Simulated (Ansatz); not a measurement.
```xyz
12

C     1.452    1.007    0.826
C     0.238    0.180    0.583
C    -0.214   -0.165   -0.614
C    -1.425   -0.990   -0.866
F    -2.046   -1.368    0.306
H     1.933    1.301   -0.109
H     1.203    1.915    1.383
H     2.184    0.461    1.430
H    -0.311   -0.160    1.457
H     0.310    0.158   -1.513
H    -1.167   -1.903   -1.416
H    -2.157   -0.434   -1.466
```

Charge 0, multiplicity 1.

(1) List the B3LYP/def2-TZVPP orbital energies in eV (Ansatz 0.2.0). (Estimate.)

Answers

(1) Computed: Occupied: -671.18, -278.93, -276.87, -276.84, -276.74, -32.58, -21.99, -20.05, -17.86, -15.18, -13.59, -13.47, -13.45, -11.55, -11.37, -10.95, -9.83, -9.75, -9.36, -6.99. Lowest empty: 0.24, 1.22, 1.46, 1.96, 2.42, 2.80, 3.07, 3.23.

B3LYP here is the variant with VWN-RPA as its local correlation; programs differ in this.
